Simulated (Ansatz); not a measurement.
## How far each method lies from full CI for NH, triplet

Geometry: that of the NH, singlet, kept fixed.

```yaml
atoms:
  - { symbol: N, position_ang: [0.0000, 0.0000, 0.0000] }
  - { symbol: H, position_ang: [0.0000, 0.0000, 1.0385] }
```

Basis aug-cc-pVDZ; Ansatz 0.2.0. Correlated methods freeze the noble-gas cores, which leaves 6 electrons in 31 orbitals. R marks a restricted (for open shells ROHF) determinant, U an unrestricted one. Active spaces: valence = (6e, 5o) chosen from the atoms' valence shells.

Full CI is exact within this basis and frozen core; it isn't the basis-set limit. The frozen core follows each run's orbitals, which can shift R against U totals by a few meV.

For open shells CISD is restricted-active-space CI with the open shells as a complete middle space.

* UHF ⟨S²⟩: 2.016
* T1 diagnostic (RCCSD): 0.0207
* largest doubles amplitude (RCCSD): 0.034
* T1 diagnostic (UCCSD): 0.0121

| level | E − E(full CI) (kJ/mol) | share of correlation (%) | wall time |
| --- | --- | --- | --- |
| RHF | 371.6 | 0.00 | – |
| UHF | 352.3 | 5.18 | – |
| RMP2 | 62.2 | 83.26 | – |
| UMP2 | 61.9 | 83.33 | – |
| CISD | 15.8 | 95.74 | 0.54 s |
| RCCSD | 8.2 | 97.80 | – |
| UCCSD | 7.8 | 97.90 | – |
| RCCSD(T) | 1.5 | 99.60 | 0.72 s |
| UCCSD(T) | 1.3 | 99.64 | 0.69 s |
| BCCD(T) | 1.5 | 99.60 | 0.39 s |
| RCCSDT | 0.3 | 99.92 | – |
| UCCSDT | 0.2 | 99.95 | – |
| RCCSDT(Q) | 0.0 | 100.00 | 2.5 s |
| UCCSDT(Q) | -0.1 | 100.04 | 2.4 s |
| CASSCF (valence space) | 303.7 | 18.27 | – |
| NEVPT2 (valence space) | 61.0 | 83.58 | 0.18 s |
| MRCISD (valence space) | 11.8 | 96.82 | – |
| MRCISD+Q (valence space) | -0.4 | 100.11 | 0.42 s |
| MRCISD+Q(relaxed) (valence space) | -1.6 | 100.43 | 0.45 s |

The correlation energy at full CI, counted from RHF, is -3.851 eV. That run took 36 s on 1 thread of Arm Neoverse V2, shared host over 5,037,396 determinants.

Times hold each run's SCF and search for its determinant on a shared host, so for small cases they say little of a method's own cost; they ran on 1 thread of Arm Neoverse V2.

Not variational, and here over 5 meV under the exact energy: MRCISD+Q(relaxed) (valence space).

The full-CI state has the irrep A2 of C2v, in the program's axes (one component, if the state is degenerate).

Natural occupations of full CI about the gap: 1.967 1.952 0.992 0.992 0.033 0.014 0.009 0.009 0.006 0.005; effectively unpaired electrons, Σ n²(2−n)², 2.02.
